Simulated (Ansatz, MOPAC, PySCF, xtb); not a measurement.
Complex: C2H2 (SMILES C#C) (first 4 atoms) with C2H2 (SMILES C#C); geometry from A24 set.
(charge 0, multiplicity 1):
```xyz
8

H      0.0000    -1.6679    -1.7500
H      0.0000     1.6679    -1.7500
C      0.0000    -0.6034    -1.7500
C      0.0000     0.6034    -1.7500
H      0.0000    -1.6679     1.7500
H      0.0000     1.6679     1.7500
C      0.0000    -0.6034     1.7500
C      0.0000     0.6034     1.7500
```

Counterpoise-corrected where a basis set is named; no monomer relaxation. Rows marked so take none.

Cores are frozen in the correlated methods. Rows in 6-31G* carry no dispersion term and start afresh at each structure (6-31G* with six Cartesian d functions). The state that AM1 reach isn't checked.

The values were computed with Ansatz (Gaussian basis) for Hartree–Fock, density functionals and correlated methods; MOPAC for AM1 (differences of heats of formation); PySCF for 6-31G* rows; xtb for the GFN methods. Values without a source in brackets are computed.

Task: One of these levels gives 44.9 meV for the interaction energy. Which one is it?
(A) CCSD/aug-cc-pVDZ
(B) GFN2-xTB
(C) AM1
(D) BP86/6-31G* (no counterpoise)

Result: C, AM1. The others give 7.3 (GFN2-xTB), 102.0 (BP86/6-31G* (no counterpoise)), 72.8 (CCSD/aug-cc-pVDZ)

Ansatz is an electronic-structure program.
